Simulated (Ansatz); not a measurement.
[AlH2···H···CH2], triplet: the ladder up to UCCSDT(Q)

Geometry: a point of a hydrogen-transfer path between rigid fragments, not a stationary point.

```yaml
atoms:
  - { symbol: Al, position_ang: [-1.0121, 0.0000, 0.0000] }
  - { symbol: H, position_ang: [-1.8050, 1.3734, 0.0000] }
  - { symbol: H, position_ang: [-1.8050, -1.3734, 0.0000] }
  - { symbol: H, position_ang: [0.9309, 0.0000, 0.0000] }
  - { symbol: C, position_ang: [2.0799, 0.0000, 0.0000] }
  - { symbol: H, position_ang: [2.4943, 0.0000, 0.9962] }
  - { symbol: H, position_ang: [2.4943, 0.0000, -0.9962] }
```

Basis cc-pVDZ; Ansatz 0.2.0. Correlated methods freeze the noble-gas cores, which leaves 12 electrons in 51 orbitals. R marks a restricted (for open shells ROHF) determinant, U an unrestricted one. Active spaces: pair = (4e, 4o) about the gap.

Full CI isn't at hand for all of this; UCCSDT(Q) serves as the reference, and is uncertain by about the last step of the cluster series. The frozen core follows each run's orbitals, which can shift R against U totals by a few meV.

For open shells CISD is restricted-active-space CI with the open shells as a complete middle space.

```
UHF ⟨S²⟩                          : 2.025
T1 diagnostic (RCCSD)             : 0.0185
largest doubles amplitude (RCCSD) : 0.036
T1 diagnostic (UCCSD)             : 0.0125
```

| level | E − E(RHF) (eV) |
| --- | --- |
| UHF | -0.2129 |
| RMP2 | -5.4176 |
| UMP2 | -5.4043 |
| RCCSD | -6.5657 |
| UCCSD | -6.5691 |
| RCCSD(T) | -6.6939 |
| UCCSD(T) | -6.6938 |

Q: Estimate how far UCCSDT(Q) in cc-pVDZ lies from RCCSD(T). The table doesn't fix it; the size of (T) and the diagnostics are the guide.

A: UCCSDT(Q) in cc-pVDZ lies 32 meV below RCCSD(T), which is 25 % of the (T) step (-128 meV). The diagnostics give no warning, yet the rest is a sizeable part of (T).

The other levels:

```csv
level,E − E(UCCSDT(Q)) (meV),share of correlation (%),wall time
CISD,673,90.00,7 s
BCCD(T),33,99.51,3.6 s
RCCSDT,6,99.91,–
UCCSDT,5,99.92,–
RCCSDT(Q),1,99.99,84 s
CASSCF (pair space),6219,7.54,–
NEVPT2 (pair space),1334,80.17,1.6 s
```

The correlation energy at UCCSDT(Q), counted from RHF, is -6.726 eV. That run took 70 s on 1 thread of Arm Neoverse V2, shared host.

Times hold each run's SCF and search for its determinant on a shared host, so for small cases they say little of a method's own cost; they ran on 1 thread of Arm Neoverse V2.
